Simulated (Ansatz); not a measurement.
# C2H6N2: up Jacob's ladder to CCSD(T)

How much do the methods differ for C2H6N2? The plan is to run it at one geometry with functionals of several rungs and with coupled cluster. The yardstick is the atomisation energy at the CCSD(T) limit.

Method: functionals in def2-TZVPP, the program's frozen cores in correlated methods; program: Ansatz 0.2.0, Gaussian basis.

The runs, in order: LDA (SPW92), PBE-D4, revPBE-D4, BLYP-D4, r2SCAN-D4, B97M-V, PBE0-D4, B3LYP-D4, r2SCANh-D4, r2SCAN0-D4, HSE06-D4, BHLYP-D4, CAM-B3LYP-D4, LC-ωPBE, ωB97X-V, ωB97M-V, B2PLYP, PBE-QIDH; CCSD(T)/def2-SVP; CCSD(T)/def2-TZVPP; MP2/def2-QZVPP; extrapolation to the limit; RPA on PBE.

## Step 1: The geometry

The geometry comes from an earlier relaxation with PBE0-D4 in a triple-zeta def2 set; it is a stationary point, not always the lowest conformer.

SMILES `CNC=N`, 10 atoms, charge 0, spin multiplicity 1.

Atoms are counted from 1 here; the program's logs count them from 0.

Bond lengths: C1–N2 1.436 Å, C1–H5 1.089 Å, C1–H6 1.097 Å, C1–H7 1.095 Å, N2–C3 1.362 Å, N2–H8 1.003 Å, C3–N4 1.271 Å, C3–H9 1.092 Å, N4–H10 1.019 Å. Angles: N2–C1–H5 109.3°, N2–C1–H6 112.2°, N2–C1–H7 110.9°, H5–C1–H6 108.4°, H5–C1–H7 107.8°, H6–C1–H7 108.1°, C1–N2–C3 122.2°, C1–N2–H8 118.4°, C3–N2–H8 117.5°, N2–C3–N4 128.8°, N2–C3–H9 112.8°, N4–C3–H9 118.4°, C3–N4–H10 111.9°.

Coordinates:

```xyz
10

C    -0.8541    0.2920   -0.7370
N    -0.2789   -0.6638    0.1674
C     0.8951   -0.4333    0.8174
N     1.7024    0.5392    0.6827
H    -1.7928   -0.1009   -1.1254
H    -1.0564    1.2543   -0.2506
H    -0.1900    0.4744   -1.5878
H    -0.8590   -1.4081    0.5082
H     1.1474   -1.2237    1.5278
H     1.3693    1.2187    0.0003
```

## Step 2: LDA

This LDA is Slater exchange with PW92 correlation.

in.yaml

```yaml
crystal:
  periodic: [false, false, false]
  atoms:
    - {symbol: C, position_ang: [-0.854117, 0.291997, -0.737045]}
    - {symbol: N, position_ang: [-0.278878, -0.663791, 0.167394]}
    - {symbol: C, position_ang: [0.895147, -0.433315, 0.817413]}
    - {symbol: N, position_ang: [1.702384, 0.539178, 0.682674]}
    - {symbol: H, position_ang: [-1.792789, -0.100887, -1.125440]}
    - {symbol: H, position_ang: [-1.056389, 1.254290, -0.250641]}
    - {symbol: H, position_ang: [-0.189967, 0.474376, -1.587802]}
    - {symbol: H, position_ang: [-0.858987, -1.408081, 0.508213]}
    - {symbol: H, position_ang: [1.147368, -1.223684, 1.527776]}
    - {symbol: H, position_ang: [1.369329, 1.218718, 0.000257]}
basis:
  gaussian: {orbitals: def2-TZVPP}
hamiltonian: {xc: lda}
output: {orbitals: {seedname: orbitals}}
```

Command:

```
$ ansatz run in.yaml --threads 2 --pin off --events-out ev --progress --plain --max-ram 4352MiB
```

Further steps of the session: PBE-D4 (GGA); revPBE-D4 (GGA); BLYP-D4 (GGA); r2SCAN-D4 (meta-GGA); B97M-V (meta-GGA); PBE0-D4 (hybrid); B3LYP-D4 (hybrid); r2SCANh-D4 (hybrid); r2SCAN0-D4 (hybrid); HSE06-D4 (hybrid); BHLYP-D4 (hybrid); CAM-B3LYP-D4 (range-separated); LC-ωPBE (range-separated); ωB97X-V (range-separated); ωB97M-V (range-separated); B2PLYP (double hybrid); PBE-QIDH (double hybrid); CCSD(T) in def2-SVP; CCSD(T) in def2-TZVPP; MP2 in def2-QZVPP; RPA on PBE orbitals.

**Question.** What will the summary of the whole plan be? Wanted: atomisation energy, CCSD(T)/CBS; farthest beyond LDA; mean size of error, GGA; mean size of error, meta-GGA; mean size of error, hybrid; mean size of error, range-separated; mean size of error, double hybrid; gap, smallest and largest; T1 diagnostic.

**Answer**, as computed:

| quantity | value |
| --- | --- |
| atomisation energy, CCSD(T)/CBS | 39.431 eV |
| functionals within 0.197 eV (0.5 %) | r2SCAN-D4, B97M-V, LC-ωPBE, B2PLYP |
| farthest beyond LDA | PBE-D4 (+1.442 eV) |
| mean size of error, GGA | 0.808 eV |
| mean size of error, meta-GGA | 0.071 eV |
| mean size of error, hybrid | 0.556 eV |
| mean size of error, range-separated | 0.277 eV |
| mean size of error, double hybrid | 0.221 eV |
| gap, smallest and largest | 5.44 eV (BLYP-D4), 12.44 eV (LC-ωPBE) |
| T1 diagnostic | 0.0129 |
| triples share of the correlation energy | 4.1 % |

LDA overbinds by 6.468 eV (16 %). PBE-D4 is off by +1.442 eV. Double hybrids carry the basis error of their MP2 part in triple zeta, and no dispersion term here, so their miss is partly the set-up's. Taken by rung, meta-GGA functionals do best (0.071 eV on average) and GGA ones worst beyond LDA (0.808 eV). The reference freezes the cores and leaves out relativity and excitations past (T), so misses under about 0.197 eV can't be ranked. Hartree-Fock recovers 69 % of the binding; the rest is correlation. CCSD(T) in def2-SVP is off by -2.233 eV, worse than the median functional, from the basis alone. The gap grows from 5.4 to 12.4 eV across the functionals, mostly with the share of exact exchange.
